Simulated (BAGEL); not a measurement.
**HF/3-21G (density fitting with qzvpp-jkfit) run of C3H4F2 (SMILES F/C=C/CF)**

Aim: the energy change on altering one bond length of C3H4F2 at HF/3-21G (density fitting with qzvpp-jkfit), from 2 runs. 

The results are computed with BAGEL 1.2.2.

17 further runs of the same task are left out: 17 set aside as unsound or not needed.

## 1. The molecule

C3H4F2 has 9 atoms, charge 0, and is taken as a singlet. SMILES: `F/C=C/CF`. Geometry: relaxed at GFN2-xTB. This is one conformer, not always the lowest.

Bond lengths: F1–C2 1.340 Å, C2–C3 1.319 Å, C3–C4 1.492 Å, C4–F5 1.370 Å, C2–H6 1.080 Å, C3–H7 1.079 Å, C4–H8 1.098 Å, C4–H9 1.097 Å. Some angles: F1–C2–C3 121.5°, C2–C3–C4 123.5°, C3–C4–F5 111.9°, F1–C2–H6 112.6°, C3–C2–H6 126.0°, C2–C3–H7 120.9°, C4–C3–H7 115.6°, C3–C4–H8 110.9°, C3–C4–H9 110.8°, F5–C4–H8 106.9°.

## 2. A single-point energy at HF/3-21G (density fitting with qzvpp-jkfit)

input.json

```json
{ "bagel": [

{
  "title": "molecule",
  "basis": "3-21g",
  "df_basis": "qzvpp-jkfit",
  "angstrom": true,
  "geometry": [
    { "atom": "F", "xyz": [    0.106490,    1.712920,    1.897720 ] },
    { "atom": "C", "xyz": [    0.084330,    1.141770,    0.685890 ] },
    { "atom": "C", "xyz": [   -0.028420,   -0.164490,    0.541730 ] },
    { "atom": "C", "xyz": [   -0.056610,   -0.846930,   -0.785020 ] },
    { "atom": "F", "xyz": [    0.055160,    0.043280,   -1.820550 ] },
    { "atom": "H", "xyz": [    0.169070,    1.862730,   -0.113280 ] },
    { "atom": "H", "xyz": [   -0.107530,   -0.812160,    1.401370 ] },
    { "atom": "H", "xyz": [   -1.001940,   -1.385880,   -0.928350 ] },
    { "atom": "H", "xyz": [    0.779440,   -1.551250,   -0.879520 ] }
  ]
},
{
  "title": "hf"
},
{
  "title": "print",
  "file": "orbitals.molden",
  "orbitals": true
}

]}
```

Launch:

```bash
$ BAGEL_NUM_THREADS=1 BAGEL input.json > input.out
```

The program printed:

```text
* using 1 threads per process

  ===============================================================
  ===============================================================

  *** Geometry ***

  { "atom" : "F", "xyz" : [      0.201237,      3.236950,      3.586171 ] },
  { "atom" : "C", "xyz" : [      0.159361,      2.157633,      1.296144 ] },
  { "atom" : "C", "xyz" : [     -0.053706,     -0.310841,      1.023721 ] },
  { "atom" : "C", "xyz" : [     -0.106977,     -1.600466,     -1.483473 ] },
  { "atom" : "F", "xyz" : [      0.104237,      0.081787,     -3.440341 ] },
  { "atom" : "H", "xyz" : [      0.319496,      3.520050,     -0.214068 ] },
  { "atom" : "H", "xyz" : [     -0.203202,     -1.534760,      2.648206 ] },
  { "atom" : "H", "xyz" : [     -1.893392,     -2.618934,     -1.754327 ] },
  { "atom" : "H", "xyz" : [      1.472928,     -2.931438,     -1.662052 ] },

  Number of auxiliary basis functions:      451

  Since a DF basis is specified, we compute 2- and 3-index integrals:
    o Being stored without compression. Storage requirement is 0.010 GB

  Number of basis functions:       53
  Number of electrons      :       40

    * METHOD: MOLECULE                             0.13

  *** RHF ***

  === Nuclear Repulsion ===
   168.0105793981

      * DIIS with orbital gradients will be used.

  === RHF iteration (3-21g) ===
      0       -312.92953614          0.02305777           0.02
      1       -313.02736398          0.01199218           0.02
      2       -313.05304425          0.00186891           0.02
      3       -313.05414521          0.00040182           0.03
      4       -313.05420223          0.00016281           0.02
      5       -313.05421218          0.00003733           0.02
      6       -313.05421288          0.00001502           0.02
      7       -313.05421297          0.00000324           0.02
      8       -313.05421298          0.00000149           0.02
      9       -313.05421298          0.00000058           0.02
     10       -313.05421298          0.00000021           0.03
     11       -313.05421298          0.00000007           0.02
     12       -313.05421298          0.00000002           0.02
     13       -313.05421298          0.00000001           0.02
    * SCF iteration converged.

    * Permanent dipole moment:
           (    0.070695,     0.754214,     0.039143) a.u.

    * METHOD: HF                                   0.38

    * METHOD: PRINT                                0.00

  ===============================================================
```

Wall time 0.85 s (1 thread of Intel Xeon 6975P-C (Granite Rapids), shared host); peak memory 0.078 GiB.

## 3. The distorted shape at the same level

hf.json

```json
{ "bagel" : [

{
  "title" : "molecule",
  "basis" : "3-21g",
  "df_basis" : "qzvpp-jkfit",
  "angstrom" : true,
  "geometry" : [
    { "atom" : "F", "xyz" : [       0.123405,       1.908887,       1.919347 ] },
    { "atom" : "C", "xyz" : [       0.101245,       1.337737,       0.707517 ] },
    { "atom" : "C", "xyz" : [      -0.028420,      -0.164490,       0.541730 ] },
    { "atom" : "C", "xyz" : [      -0.056610,      -0.846930,      -0.785020 ] },
    { "atom" : "F", "xyz" : [       0.055160,       0.043280,      -1.820550 ] },
    { "atom" : "H", "xyz" : [       0.185985,       2.058697,      -0.091653 ] },
    { "atom" : "H", "xyz" : [      -0.107530,      -0.812160,       1.401370 ] },
    { "atom" : "H", "xyz" : [      -1.001940,      -1.385880,      -0.928350 ] },
    { "atom" : "H", "xyz" : [       0.779440,      -1.551250,      -0.879520 ] }
  ]
},

{ "title" : "hf" },

{ "title" : "print", "file" : "orbitals.molden", "orbitals" : true }

]}
```

Launch:

```bash
$ BAGEL_NUM_THREADS=1 BAGEL hf.json > hf.out
```

The program printed:

```text
* using 1 threads per process

  ===============================================================
  ===============================================================

  *** Geometry ***

  { "atom" : "F", "xyz" : [      0.233202,      3.607274,      3.627040 ] },
  { "atom" : "C", "xyz" : [      0.191325,      2.527957,      1.337013 ] },
  { "atom" : "C", "xyz" : [     -0.053706,     -0.310841,      1.023721 ] },
  { "atom" : "C", "xyz" : [     -0.106977,     -1.600466,     -1.483473 ] },
  { "atom" : "F", "xyz" : [      0.104237,      0.081787,     -3.440341 ] },
  { "atom" : "H", "xyz" : [      0.351461,      3.890374,     -0.173199 ] },
  { "atom" : "H", "xyz" : [     -0.203202,     -1.534760,      2.648206 ] },
  { "atom" : "H", "xyz" : [     -1.893392,     -2.618934,     -1.754327 ] },
  { "atom" : "H", "xyz" : [      1.472928,     -2.931438,     -1.662052 ] },

  Number of auxiliary basis functions:      451

  Since a DF basis is specified, we compute 2- and 3-index integrals:
    o Being stored without compression. Storage requirement is 0.010 GB

  Number of basis functions:       53
  Number of electrons      :       40

    * METHOD: MOLECULE                             0.11

  *** RHF ***

  === Nuclear Repulsion ===
   163.0547610564

      * DIIS with orbital gradients will be used.

  === RHF iteration (3-21g) ===
      0       -312.88222208          0.02349376           0.02
      1       -312.98149759          0.01262559           0.02
      2       -313.01000334          0.00188669           0.02
      3       -313.01122601          0.00035653           0.02
      4       -313.01127384          0.00016182           0.02
      5       -313.01128391          0.00004030           0.02
      6       -313.01128493          0.00001398           0.02
      7       -313.01128506          0.00000598           0.02
      8       -313.01128509          0.00000223           0.03
      9       -313.01128509          0.00000125           0.02
     10       -313.01128510          0.00000029           0.02
     11       -313.01128510          0.00000011           0.02
     12       -313.01128510          0.00000004           0.02
     13       -313.01128510          0.00000002           0.02
     14       -313.01128510          0.00000001           0.02
    * SCF iteration converged.

    * Permanent dipole moment:
           (    0.065056,     0.688453,     0.028011) a.u.

    * METHOD: HF                                   0.40

    * METHOD: PRINT                                0.00

  ===============================================================
```

It took 0.84 s on 1 thread of Intel Xeon 6975P-C (Granite Rapids), shared host; peak memory 0.079 GiB.

## 4. Results

At HF/3-21G (density fitting with qzvpp-jkfit):

```
                                                         quantity          value
                                        first shape: total energy  -313.05421 Eh
                                       first shape: dipole moment         1.93 D
                                         first shape: HOMO energy      -10.25 eV
                                         first shape: LUMO energy        4.79 eV
                                       first shape: HOMO–LUMO gap       15.04 eV
                                    distorted shape: total energy  -313.01129 Eh
                                   distorted shape: dipole moment         1.76 D
                                     distorted shape: HOMO energy       -9.25 eV
                                     distorted shape: LUMO energy        3.51 eV
                                   distorted shape: HOMO–LUMO gap       12.75 eV
energy change with the C2–C3 bond stretched from 1.319 to 1.517 Å       1.168 eV
```

In words: With the C2–C3 bond stretched from 1.319 to 1.517 Å the energy rises by 1.17 eV (113 kJ/mol). The first shape isn't relaxed at this level, so the change isn't measured from a minimum.
